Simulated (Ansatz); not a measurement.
# One shape, several levels: SiNH4 (SMILES [NH][SiH3])

We compute a comparison of 6 runs (UB3LYP/6-31G*, U-revPBE/def2-TZVP, UBHLYP/def2-TZVP, UCAM-B3LYP/def2-TZVP, UPBE0/def2-TZVP, UMP2/def2-TZVP) of SiNH4. 

Program for the calculation: Ansatz 0.2.0.

43 further runs of the same task are left out: 43 set aside as unsound or not needed.

**1. The structure to begin with**

SiNH4 has 6 atoms, charge 0, and is taken as a doublet. SMILES: `[NH][SiH3]`. The N1–H3 distance was set to 2.250 Å, away from the relaxed value. At this shape a bond of the SMILES string is far longer than usual.

Bond lengths: N1–Si2 1.753 Å, Si2–H4 1.491 Å, Si2–H5 1.491 Å, Si2–H6 1.481 Å. Angles: N1–Si2–H4 110.8°, N1–Si2–H5 109.1°, N1–Si2–H6 109.3°, H4–Si2–H5 108.6°, H4–Si2–H6 109.5°, H5–Si2–H6 109.5°.

**2. A single-point energy at UB3LYP/6-31G(d) (spherical functions) (run 1)**

The input, molecule.yaml:

```yaml
crystal:
  periodic: [false, false, false]
  atoms:
    - {symbol: "N", position_ang: [0.195261, 0.131397, 1.553658]}
    - {symbol: Si, position_ang: [-0.600539, 1.314197, 0.534158]}
    - {symbol: H, position_ang: [0.922800, -1.640700, 0.372700]}
    - {symbol: H, position_ang: [-1.707439, 0.684297, -0.241342]}
    - {symbol: H, position_ang: [0.392661, 1.878397, -0.424742]}
    - {symbol: H, position_ang: [-1.144939, 2.401397, 1.380358]}
basis:
  gaussian: {orbitals: 6-31G_st_-spherical.json}
magnetization: {spin_polarized: true, initial_magnetization: 1}
hamiltonian: {xc: {name: B3LYP}}
accuracy: high
output: {orbitals: {seedname: orbitals}}
```

The basis set 6-31G* is read from a file made from the Basis Set Exchange's data (not shown).

Command:

```console
$ ansatz run molecule.yaml --threads 1 --pin off --max-ram 3480MiB --events-out events.jsonl --progress --plain --runs-dir runs
```

The log of the run:

```text
Warning: RAYON_NUM_THREADS=1 ignored (pool sized by the plan → 1); use --threads N
Functional definition: B3LYP
  name "B3LYP"
  parameter a0 = 0.2
  parameter ax = 0.72
  parameter ac = 0.81
  exchange = (1 - a0 - ax)*slater_x + ax*b88_x + a0*exact_x
  correlation = (1 - ac)*vwn_rpa_c + ac*lyp_c
882 factors; integrals over basis functions are off by at most 3.5e-9 eV
mean field evaluation 1: about -9417.3819 eV, gradient 3.5e1 eV
mean field evaluation 2: about -9390.9399 eV, gradient 6.6e1 eV
mean field evaluation 4: about -9426.2153 eV, gradient 2.7e0 eV
mean field evaluation 8: about -9426.2133 eV, gradient 1.9e0 eV
mean field evaluation 16: about -9426.9863 eV, gradient 5.7e-5 eV
mean field evaluation 32: about -9426.9863 eV, gradient 3.5e-4 eV
mean field -9426.98626447 eV, -346.4353553784 hartree, gradient 9.7e-8 eV, S^2 1.535619; 3 other end points of the search recorded, 0 dependent functions left out
reference -9426.98630128 eV, -346.4353567313 hartree; 13, 12 occupied and 27, 28 virtual orbitals, 882 factors
Total energy: -9426.98630128 eV, -346.4353567313 hartree
```

Wall time 8.1 s (1 thread of Arm Neoverse V2, shared host); peak memory 0.15 GiB.

**3. A single-point energy at U-revPBE/def2-TZVP (run 2)**

Edit molecule.yaml of step 2 so:

```diff
@@ -10,5 +10,9 @@
 basis:
-  gaussian: {orbitals: 6-31G_st_-spherical.json}
-magnetization: {spin_polarized: true, initial_magnetization: 1}
-hamiltonian: {xc: {name: B3LYP}}
+  gaussian:
+    orbitals: def2-TZVP
+magnetization:
+  spin_polarized: true
+  initial_magnetization: 1
+hamiltonian:
+  xc: {name: revPBE}
 accuracy: high
```

Command:

```console
$ ansatz run molecule.yaml --threads 1 --pin off --max-ram 3480MiB --events-out events.jsonl --progress --plain --runs-dir runs
```

The log of the run:

```text
Warning: RAYON_NUM_THREADS=1 ignored (pool sized by the plan → 1); use --threads N
Functional definition: revPBE
  name "revPBE"
  parameter kappa = 1.245
  parameter beta = 0.06672455060314922
  exchange = pbe_x(kappa = kappa, mu = beta*pi^2/3)
  correlation = pbe_c(beta = beta)
1667 factors; integrals over basis functions are off by at most 3.6e-9 eV
mean field evaluation 1: about -9413.9013 eV, gradient 4.1e1 eV
mean field evaluation 2: about -9356.3181 eV, gradient 8.8e1 eV
mean field evaluation 4: about -9419.9802 eV, gradient 1.7e1 eV
mean field evaluation 8: about -9425.5642 eV, gradient 3.8e0 eV
mean field evaluation 16: about -9425.8260 eV, gradient 3.6e-3 eV
mean field evaluation 32: about -9396.3924 eV, gradient 6.1e1 eV
mean field evaluation 64: about -9425.4610 eV, gradient 4.1e-3 eV
mean field -9425.82600522 eV, -346.3927166377 hartree, gradient 2.7e-8 eV, S^2 1.484261; 3 other end points of the search recorded, 0 dependent functions left out
reference -9425.82601027 eV, -346.3927168230 hartree; 13, 12 occupied and 79, 80 virtual orbitals, 1667 factors
Total energy: -9425.82601027 eV, -346.3927168230 hartree
```

Wall time 13 s (1 thread of Arm Neoverse V2, shared host); peak memory 0.24 GiB.

Runs 3 to 4 aren't shown in full; the table further down has their settings and results.

**4. A single-point energy at UPBE0/def2-TZVP (run 5)**

The input, input.yaml:

```yaml
basis:
  gaussian:
    orbitals: def2-TZVP
crystal:
  periodic: [false, false, false]
  atoms:
    - {symbol: N, position_ang: [0.195261, 0.131397, 1.553658]}
    - {symbol: Si, position_ang: [-0.600539, 1.314197, 0.534158]}
    - {symbol: H, position_ang: [0.922800, -1.640700, 0.372700]}
    - {symbol: H, position_ang: [-1.707439, 0.684297, -0.241342]}
    - {symbol: H, position_ang: [0.392661, 1.878397, -0.424742]}
    - {symbol: H, position_ang: [-1.144939, 2.401397, 1.380358]}
magnetization:
  spin_polarized: true
  initial_magnetization: 1
hamiltonian:
  xc: pbe0
accuracy: high
output: {orbitals: {seedname: orbitals}}
```

Command:

```console
$ ansatz run input.yaml --threads 1 --pin off --max-ram 3480MiB --events-out events.jsonl --progress --plain --runs-dir runs
```

The log of the run:

```text
Warning: RAYON_NUM_THREADS=1 ignored (pool sized by the plan → 1); use --threads N
Functional definition: PBE0
  name "PBE0"
  parameter a = 0.25
  parameter kappa = 0.804
[... 1 set-up line as earlier in the session ...]
  exchange = (1 - a)*pbe_x(kappa = kappa, mu = beta*pi^2/3) + a*exact_x
[... 1 set-up line as earlier in the session ...]
1667 factors; integrals over basis functions are off by at most 3.6e-9 eV
mean field evaluation 1: about -9413.2370 eV, gradient 3.5e1 eV
mean field evaluation 2: about -9386.5179 eV, gradient 6.7e1 eV
mean field evaluation 4: about -9421.6465 eV, gradient 4.0e0 eV
mean field evaluation 8: about -9421.6260 eV, gradient 1.7e0 eV
mean field evaluation 16: about -9422.6234 eV, gradient 9.0e-9 eV
mean field evaluation 32: about -9422.6234 eV, gradient 3.0e-3 eV
mean field evaluation 64: about -9421.7287 eV, gradient 1.7e0 eV
mean field -9422.62335137 eV, -346.2750212793 hartree, gradient 1.5e-8 eV, S^2 1.586280; 3 other end points of the search recorded, 0 dependent functions left out
reference -9422.62335441 eV, -346.2750213912 hartree; 13, 12 occupied and 79, 80 virtual orbitals, 1667 factors
Total energy: -9422.62335441 eV, -346.2750213912 hartree
```

It took 20 s on 1 thread of Arm Neoverse V2, shared host; peak memory 0.31 GiB.

**5. The energy at UMP2/def2-TZVP (run 6)**

The input, run.yaml:

```yaml
crystal:
  periodic: [false, false, false]
  atoms:
    - {symbol: N, position_ang: [0.195261, 0.131397, 1.553658]}
    - {symbol: Si, position_ang: [-0.600539, 1.314197, 0.534158]}
    - {symbol: H, position_ang: [0.922800, -1.640700, 0.372700]}
    - {symbol: H, position_ang: [-1.707439, 0.684297, -0.241342]}
    - {symbol: H, position_ang: [0.392661, 1.878397, -0.424742]}
    - {symbol: H, position_ang: [-1.144939, 2.401397, 1.380358]}
basis:
  gaussian:
    orbitals: def2-TZVP
magnetization:
  spin_polarized: true
  initial_magnetization: 1
correlation:
  method: mp2
  frozen_orbitals: {H: 0, "N": 1, Si: 5}
accuracy: high
```

Command:

```console
$ ansatz run run.yaml --threads 1 --pin off --max-ram 3480MiB --events-out events.jsonl --progress --plain --runs-dir runs
```

The log of the run, shortened:

```text
Warning: RAYON_NUM_THREADS=1 ignored (pool sized by the plan → 1); use --threads N
Functional definition: HF
  name "HF"
[...]
1667 factors; integrals over basis functions are off by at most 3.6e-9 eV
[...]
mean field -9404.21617942 eV, -345.5985701869 hartree, gradient 3.1e-8 eV, S^2 1.705791; 6 other end points of the search recorded, 0 dependent functions left out
6 core orbitals not correlated: weight in the atoms' cores, before any rotation towards them, 1.000 or more for the frozen orbitals, at most 0.000 for the correlated occupied ones
reference -9404.21617942 eV, -345.5985701869 hartree; 7, 6 occupied and 79, 80 virtual orbitals, 1667 factors
second order -6.69798388 eV of doubles, -0.00000000 eV of singles
Total energy: -9410.91416330 eV, -345.8447165545 hartree
```

Run time: 7.2 s. Hardware: 1 thread of Arm Neoverse V2, shared host; peak memory 0.24 GiB.

**6. All runs side by side**

```tsv
run	level	frozen core orbitals	energy (Eh)	HOMO energy (eV)	LUMO energy (eV)	⟨S²⟩	wall time
1	UB3LYP/6-31G* (spherical functions)	–	-346.435357	-7.75	-3.34	1.536	8.1 s
2	U-revPBE/def2-TZVP	–	-346.392717	-6.82	-4.52	1.484	13 s
3	UBHLYP/def2-TZVP	–	-346.441123	-9.59	-1.87	1.621	20 s
4	UCAM-B3LYP/def2-TZVP	–	-346.446525	-9.65	-2.15	1.576	22 s
5	UPBE0/def2-TZVP	–	-346.275021	-8.27	-3.18	1.586	20 s
6	UMP2/def2-TZVP	6	-345.844717	–	–	1.706	7.2 s
```

**7. Results**

| quantity | value |
| --- | --- |
| run 6: total energy | -345.84472 Eh |
| run 6: correlation energy (6 core orbitals frozen) | -246.1 mEh |
| run 6: ⟨S²⟩ of the reference determinant | 1.706 |

What this shows: Totals of different functionals can't be ranked against each other. Spin contamination of the reference: run 6 ⟨S²⟩ = 1.71, run 3 ⟨S²⟩ = 1.62, run 5 ⟨S²⟩ = 1.59, run 4 ⟨S²⟩ = 1.58, run 1 ⟨S²⟩ = 1.54, run 2 ⟨S²⟩ = 1.48. Where it is this large, the reference is a mixture of spin states, and values that rest on it are in doubt. All runs together took 90 s, the longest 22 s.
